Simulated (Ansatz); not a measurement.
hcp Ru was calculated with r²SCAN50 (plane waves, PAW; Ansatz, a quantum-chemistry and plane-wave program).

Settings: plane-wave cutoff 520 eV, 12×12×6 k mesh (along the axes of the cell as run), Fermi–Dirac smearing 0.05 eV, no spin polarisation, scalar-relativistic PAW data made under PBE.

Computed at the level's own relaxed cell.

Q: Give the computed lattice constant a and c axis length.

A: 
lattice constant a: 2.646 Å
c axis length: 4.175 Å

Measured, for comparison: lattice constant a 2.706 Å (293 K, no zero-point or thermal correction, our sources range from 2.700 to 2.706; as tabulated in Wikipedia's data pages); lattice parameter c 4.282 Å (293 K, no zero-point or thermal correction; as tabulated in Wikipedia's data pages). Computed (rounded) less measured: lattice constant a -2.2 % (-2.0 % to -2.2 % over the range), lattice parameter c -2.5 %.

Static lattice: no zero-point or thermal effects.

Computing time: around 40 core-minutes (rough).
